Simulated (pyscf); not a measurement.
PySCF, gas phase, ωB97X-D3(BJ)/def2-SVP geometries. MP2 and CC: frozen core, UHF for open shells. ΔMP2 is the change of the MP2 total energy from the triple- to the quadruple-zeta basis.

Task: List the bond dissociation enthalpies at 298 K of HO–SiH₂–F (SMILES O[SiH2]F) from CCSD(T)/def2-TZVPP + ΔMP2(QZVPP), from the weakest bond up.

Result: H–Si to HO–SiH•–F + H•: 401.6 kJ/mol; H–O to •O–SiH₂–F + H•: 504.3 kJ/mol; O–Si to OH• + F–SiH₂•: 556.1 kJ/mol; F–Si to HO–SiH₂• + F•: 664.0 kJ/mol. Ring and multiple bonds, and those that leave no two simple radicals, are not listed. •O–SiH₂–F lies 97.5 kJ/mol over its isomer HO–SiH•–F, and others may lie lower still (electronic energy, ωB97M-D3(BJ)). Other isomers of HO–SiH₂•, HO–SiH•–F were not searched in full and may lie lower. The CCSD(T) − MP2 part came from Ansatz, without density fitting, on the same reference. Left out: the spin-orbit lowering of F, OH.
